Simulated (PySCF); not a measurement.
Species: C₄H₃NO.
SMILES with atom numbers: `[N:1]#[C:2][CH2:3][CH:4]=[C:5]=[O:6]` (hydrogens: H7, H8 on C3; H9 on C4)

The same species was optimised twice, with GFN2-xTB and with PBE0-D3(BJ)/def2-SVP (PySCF), and the same property calculations (PySCF, gas phase) were run on both structures.

```csv
coordinate,GFN2-xTB,PBE0-D3(BJ)/def2-SVP,change
C4=C5 (Å),1.294,1.319,+0.025
C2–C3 (Å),1.445,1.464,+0.019
N1≡C2 (Å),1.143,1.157,+0.014
C3–C4 (Å),1.513,1.507,-0.006
C5=O6 (Å),1.162,1.159,-0.003
C2–C3–C4 (°),109.7,112.8,+3.1
C4–C5–O6 (°),178.1,179.1,+1.0
N1–C2–C3 (°),178.6,179.2,+0.6
C3–C4–C5 (°),123.4,123.0,-0.4
C2–C3–C4–C5 (°),-108,-109,-1
```

Rotational constants: A = 12606, B = 1731, C = 1633 MHz (GFN2-xTB) against A = 12919, B = 1661, C = 1576 MHz (PBE0-D3(BJ)/def2-SVP). Point groups within 0.08 Å: C1 and C1.

On the GFN2-xTB structure: lowest singlet, TDDFT (eV) 3.65 [B3LYP/def2-SVPD]; lowest triplet, Tamm–Dancoff (eV) 3.29 [B3LYP/def2-SVPD]; isotropic polarisability (au) 53.2 [B3LYP/def2-SVPD]; HOMO (eV) -7.35 [B3LYP/def2-SVPD]; LUMO (eV) -2.00 [B3LYP/def2-SVPD]; dipole (D) 3.32 [B3LYP/def2-SVPD].

Problem. What do these properties become on the PBE0-D3(BJ)/def2-SVP structure?

Solution. 
| property | level | on GFN2-xTB | on PBE0-D3(BJ)/def2-SVP | change |
| --- | --- | --- | --- | --- |
| lowest singlet, TDDFT (eV) | B3LYP/def2-SVPD | 3.65 | 3.62 | -0.03 |
| lowest triplet, Tamm–Dancoff (eV) | B3LYP/def2-SVPD | 3.29 | 3.27 | -0.02 |
| isotropic polarisability (au) | B3LYP/def2-SVPD | 53.2 | 54.1 | +0.9 |
| HOMO (eV) | B3LYP/def2-SVPD | -7.35 | -7.31 | +0.04 |
| LUMO (eV) | B3LYP/def2-SVPD | -2.00 | -2.00 | 0.00 |
| dipole (D) | B3LYP/def2-SVPD | 3.32 | 3.37 | +0.05 |
| energy, GFN2-xTB geometry as zero (kcal/mol) | B3LYP/def2-SVPD | 0.0 | -1.6 | -1.6 |

The heavy atoms differ by 0.047 Å rms after alignment. Among bonds between heavy atoms C4=C5 changes most (+0.025 Å). Changes are differences of the printed values. Neither structure is proved a minimum here.

The values belong to the conformer `[N:1]#[C:2][CH2:3][CH:4]=[C:5]=[O:6]`: C2–C3–C4–C5 -109°.
